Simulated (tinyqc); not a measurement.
Inside a calculation. Method: extended Hueckel theory, for SiH4. One step of it, computed by the program tinyqc.

Question. Mulliken analysis. P = C n C^T; charge = valence electrons (H 1, Si 4) minus the sum of (P S)_ii on the atom; overlap population = 2 sum P_ij S_ij between two atoms.

coefficients, order 1Si 3s, 1Si 3px, 1Si 3py, 1Si 3pz, 2H 1s, 3H 1s, 4H 1s, 5H 1s:
```
[[0.579829, 0.000000, 0.000000, 0.000000, 0.000000, 0.000000, 0.000000, 1.389600],
 [0.000000, 0.428578, 0.104474, 0.006998, -0.057406, 1.073167, 0.452974, 0.000000],
 [0.000000, 0.104479, -0.424737, -0.057670, 1.066388, -0.134071, 0.452780, 0.000000],
 [0.000000, 0.006919, -0.057679, 0.437342, -0.468711, -0.436470, 0.974665, 0.000000],
 [0.230411, 0.420149, -0.294072, 0.300863, -0.248677, -0.231350, -0.865523, -0.670416],
 [0.230411, 0.246793, 0.456651, -0.289973, 0.301523, -0.756569, 0.448532, -0.670416],
 [0.230411, -0.257561, -0.366892, -0.390607, -0.733001, 0.354771, 0.448710, -0.670416],
 [0.230411, -0.409381, 0.204313, 0.379717, 0.680155, 0.633148, -0.031719, -0.670416]]
```

occupations: [2.000000, 2.000000, 2.000000, 2.000000, 0.000000, 0.000000, 0.000000, 0.000000]

overlap S, order 1Si 3s, 1Si 3px, 1Si 3py, 1Si 3pz, 2H 1s, 3H 1s, 4H 1s, 5H 1s:
```
[[1.000000, 0.000000, 0.000000, 0.000000, 0.396983, 0.396983, 0.396983, 0.396983],
 [0.000000, 1.000000, 0.000000, 0.000000, 0.292245, 0.292245, -0.292245, -0.292245],
 [0.000000, 0.000000, 1.000000, 0.000000, 0.292245, -0.292245, 0.292245, -0.292245],
 [0.000000, 0.000000, 0.000000, 1.000000, 0.292245, -0.292245, -0.292245, 0.292245],
 [0.396983, 0.292245, 0.292245, 0.292245, 1.000000, 0.042616, 0.042616, 0.042616],
 [0.396983, 0.292245, -0.292245, -0.292245, 0.042616, 1.000000, 0.042616, 0.042616],
 [0.396983, -0.292245, 0.292245, -0.292245, 0.042616, 0.042616, 1.000000, 0.042616],
 [0.396983, -0.292245, -0.292245, 0.292245, 0.042616, 0.042616, 0.042616, 1.000000]]
```

Give: charges; Overlap populations.

Answer.

charges: [0.6732, -0.1683, -0.1683, -0.1683, -0.1683]

Overlap populations:
```
pair      value
2-1    0.743269
3-1    0.743269
3-2   -0.011038
4-1    0.743269
4-2   -0.011038
4-3   -0.011038
5-1    0.743269
5-2   -0.011038
5-3   -0.011038
5-4   -0.011038
```
